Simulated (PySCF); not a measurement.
# A diatomic session: Si2

Aim: find the lowest electronic state of Si2, scan its bond at several levels of theory, and get bond length, wavenumber and dissociation energy from each curve.

The runs use PySCF 2.14.0; Si 3-21G, no relativity.

### Step 1. Input

Settings of the job:

```json
{
  "atoms": "Si, Si",
  "charge": "0",
  "basis": "Si 3-21G",
  "Hamiltonian": "no relativity",
  "basis functions": "26",
  "electrons treated": "28",
  "masses in u": "27.9769, 27.9769",
  "levels": "PBE0, PBE, r²SCAN, revPBE, M06-L, M06-2X, HF, MP2, SCS-MP2, CCSD, CCSD(T)",
  "grid": "80 radial by 434 angular points",
  "occupations": "held fixed by the projection of orbital angular momentum",
  "dissociation limit": "Si + Si, each in its ground configuration",
  "starting distance in angstrom": "2.230",
  "values of 2S to try": "0, 2, 4"
}
```

Command:

```
$ OMP_NUM_THREADS=1 python dia.py task.json out
```

The runs that follow: PBE0 along the bond; Other states along the same grid; PBE; r²SCAN; revPBE; M06-L (meta-GGA); M06-2X (hybrid meta-GGA); UHF (mean field); Correlated methods on the Hartree–Fock reference.

What does the calculation give? Wanted: for each run, Re; ωe; De.

The runs gave:

Lowest PBE0 solution found, without spin–orbit coupling: ³Σg⁻ (triplet), unpaired electrons π ↑↑. State 2 has its PBE0 minimum 0.04 eV higher. State 3 has its PBE0 minimum 0.23 eV higher, as a spin-mixed determinant (⟨S²⟩ = 1.00), so this is no gap between pure states. State 4 has its PBE0 minimum 0.24 eV higher, as a spin-mixed determinant (⟨S²⟩ = 1.01), so this is no gap between pure states. The other levels ran on the lowest alone.

```tsv
level	Re (Å)	ωe (cm⁻¹)	De (eV)
UHF	2.316	477	0.70
UHF-MP2	2.413	382	1.88
UHF-SCS-MP2	2.392	403	1.69
UHF-CCSD	2.402	399	1.90
UHF-CCSD(T)	2.414	387	1.99
PBE	2.396	409	3.05
revPBE	2.405	405	2.89
r²SCAN	2.374	424	2.81
M06-L	2.362	438	3.05
PBE0	2.359	437	2.68
M06-2X	2.336	450	2.74
```

De is counted to Si + Si in their ground configurations.

Differences from CCSD(T) in the same basis:

```tsv
level	Re (mÅ)	ωe (%)
UHF	-98	+23.3
UHF-MP2	-1	-1.2
UHF-SCS-MP2	-22	+4.2
UHF-CCSD	-12	+3.0
PBE	-18	+5.7
revPBE	-9	+4.6
r²SCAN	-40	+9.6
M06-L	-52	+13.1
PBE0	-55	+12.8
M06-2X	-78	+16.2
```

Against CCSD(T) in the same basis, the bond length is nearest at UHF-MP2 (-1 mÅ) and farthest at UHF (-98 mÅ); the wavenumber is nearest at UHF-MP2 (-1.2 %) and farthest at UHF (+23.3 %). Hartree–Fock falls on the short and stiff side, its usual fault. CCSD(T) in a basis this small is itself some way from its limit, more so than the functionals. Among the levels with a De in the table, it runs from 0.70 eV (UHF) to 3.05 eV (PBE).

Correlated steps freeze 10 core orbitals. The basis is very small, so these numbers show the basis as much as the molecule. At UHF the stretched side of the curve climbs above De, by a hump or because the determinant held fixed goes to a higher limit.
